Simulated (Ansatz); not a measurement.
# BCl2H2: the cost of one run

Method: UKS PBE-D4/def2-SVP, in Ansatz 0.2.0.

### 1 The structure to begin with

Bond lengths: B1–Cl3 1.860 Å, B1–H4 1.190 Å. Angles: Cl3–B1–H4 120.0°.

Structure file:

```xyz
5

B     0.0000    0.0000    0.0000
H     0.0000    0.0000    1.4400
Cl    1.6108    0.0000   -0.9300
H    -1.0305    0.0000   -0.5950
Cl    0.0000    0.0000    3.1100
```

### 2 Pulling towards end A

Springs on the bonds that form and break draw the guess towards this end; the thresholds are loose.

File input.yaml:

```yaml
crystal:
  periodic: [false, false, false]
  atoms:
    - { symbol: B, position_ang: [0.0, 0.0, 0.0] }
    - { symbol: H, position_ang: [0.0, 0.0, 1.44] }
    - { symbol: Cl, position_ang: [1.6108, 0.0, -0.93] }
    - { symbol: H, position_ang: [-1.0305, 0.0, -0.595] }
    - { symbol: Cl, position_ang: [0.0, 0.0, 3.11] }
magnetization:
  spin_polarized: true
  initial_magnetization: 1
basis:
  gaussian: { orbitals: def2-SVP }
hamiltonian:
  xc: pbe
  dispersion: d4
relax:
  f_tol: 0.15
  max_steps: 25
  restrain:
    - { distance: [1, 4], at: 2.57, k: 30.0 }
    - { distance: [0, 1], at: 1.19, k: 30.0 }
```

The run is started by

```console
$ ansatz run input.yaml --threads 1 --pin off --max-ram 2048MiB --backend cpu --events-out ev --progress --plain --runs-dir out
```

Q: Estimate wall time and peak memory on 1 thread of Arm Neoverse V2, shared host.

About 20 s, with a peak of 0.13 GiB.
